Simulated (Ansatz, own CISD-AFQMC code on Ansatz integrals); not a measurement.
C2H3N, SMILES `CC#N` (charge 0, multiplicity 1).

Cartesian coordinates (Å):
```xyz
6

C     -0.4870     0.0005    -0.0003
C      0.9620    -0.0010     0.0007
N      2.1110    -0.0021     0.0015
H     -0.8608     0.9061    -0.4803
H     -0.8627    -0.0363     1.0232
H     -0.8625    -0.8672    -0.5447
```
Charge 0, spin multiplicity 1.

Frozen-core energies in cc-pVDZ from Ansatz (an electronic-structure program) at a geometry from PBE0-D3(BJ)/def2-TZVP; the HF reference has <S^2> = 0.00 and the T1 diagnostic is 0.012.

```json
[
 {"level": "HF", "energy (Ha)": "-131.93811"},
 {"level": "MP2", "energy (Ha)": "-132.35955"},
 {"level": "CCSD", "energy (Ha)": "-132.38151"},
 {"level": "CCSD(T)", "energy (Ha)": "-132.39778"}
]
```

Estimate the energies of CCSDT, phaseless AFQMC, CISD trial (own CISD-AFQMC code on Ansatz integrals; ±0.40 mHa) and CCSDT(Q), and give each level's difference from CCSDT(Q).


```json
[
 {"level": "MP2", "energy (Ha)": "-132.35955", "difference from CCSDT(Q) (mHa)": "40.27"},
 {"level": "CCSD", "energy (Ha)": "-132.38151", "difference from CCSDT(Q) (mHa)": "18.31"},
 {"level": "CCSD(T)", "energy (Ha)": "-132.39778", "difference from CCSDT(Q) (mHa)": "2.04"},
 {"level": "CCSDT", "energy (Ha)": "-132.39818", "difference from CCSDT(Q) (mHa)": "1.65"},
 {"level": "phaseless AFQMC, CISD trial (own CISD-AFQMC code on Ansatz integrals; ±0.40 mHa)", "energy (Ha)": "-132.39903", "difference from CCSDT(Q) (mHa)": "0.79"},
 {"level": "CCSDT(Q)", "energy (Ha)": "-132.39982", "difference from CCSDT(Q) (mHa)": "0.00"}
]
```
